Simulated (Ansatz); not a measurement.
`[SH][Mg][Cl]` + H₂S → `[SH][Mg][SH]` + HCl at 298.15 K and 1 bar (ligand exchange at a Mg–Cl bond).

Program: Ansatz. Geometries: PBE0-D4/def2-TZVP. ΔE: electronic, gas phase. CBS: MP2 limit from def2 TZ/QZ plus the TZ coupled-cluster correction, frozen cores. This one scheme is used for every species. For Mg outer-core shells are correlated without core-valence functions, which leaves a few kJ/mol of doubt a bond. One conformer a species, not always the lowest.

```csv
species,CCSD(T)/CBS energy (Eh),H − E (kJ/mol),S (J/(mol·K))
`[SH][Mg][Cl]`,-1058.17129,41.8,303.2
H₂S,-398.97279,49.9,205.7
`[SH][Mg][SH]`,-996.73763,63.9,318.4
HCl,-460.38127,26.6,186.8
```

H − E and S are ideal-gas, rigid-rotor, harmonic terms from PBE0-D4/def2-TZVP, for one conformer and one mirror image of each species. 1 Eh = 2625.50 kJ/mol, R = 8.31446 J/(mol·K).

By hand: ΔE, ΔH, ΔS and ΔG.

ΔE = (-996.73763) + (-460.38127) − (-1058.17129) − (-398.97279) = 0.02518 Eh = 66.1 kJ/mol. Δ(H − E) = 63.9 + 26.6 − 41.8 − 49.9 = -1.2, so ΔH = 64.9 kJ/mol. ΔS = 318.4 + 186.8 − 303.2 − 205.7 = -3.7 J/(mol·K). ΔG = 64.9 − 298.15 × (-3.7)/1000 = 66.0 kJ/mol.

By hand: the equilibrium constant, and the temperature at which ΔG would vanish if ΔH and ΔS stayed fixed.

log₁₀ K = −ΔG/(RT ln 10) = -11.6. ΔH and −TΔS have one sign here, so there is no such temperature.

The number of gas molecules stays the same, so ΔS is small and ΔH decides. A doubt of 5 kJ/mol in ΔE shifts log₁₀ K by 0.9 here. Other conformers and mirror images would add mixing entropy, several J/(mol·K) or more a flexible species. These are equilibria of isolated gas molecules and say nothing of rates. Largest T1 diagnostic: 0.009 (customary marks: 0.02 for closed shells, 0.045 for open ones).

ΔS is within the doubt of such terms, so its sign, and with it that verdict, could turn.
